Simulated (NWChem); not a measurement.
# Correlation energy of ethane (C2H6)

```xyz
8

C      0.0446    -0.7626     0.0000
C     -0.0446     0.7626     0.0000
H      0.5801    -1.1369     0.8880
H      0.5801    -1.1369    -0.8880
H     -0.9553    -1.2267     0.0000
H     -0.5801     1.1369     0.8880
H     -0.5801     1.1369    -0.8880
H      0.9553     1.2267     0.0000
```
Charge 0, spin multiplicity 1.

All runs are NWChem calculations. The geometry was optimised at B3LYP/def2-SVP, a minimum by its harmonic frequencies.

Basis set: cc-pVDZ. Each correlation energy counts from its own Hartree-Fock reference.

The correlated methods keep 2 core orbitals frozen. No row is a measurement; the coupled-cluster row has its own basis-set and correlation limits.

Problem. Order these methods by the correlation energy they give, lowest first: CCSD, CR-CCSD(T), RI-MP2, SCS-MP2, CCSD(T).

Solution. CCSD(T) (-348.5 mHa), CR-CCSD(T) (-346.9 mHa), CCSD (-340.1 mHa), SCS-MP2 (-309.2 mHa), RI-MP2 (-302.8 mHa)
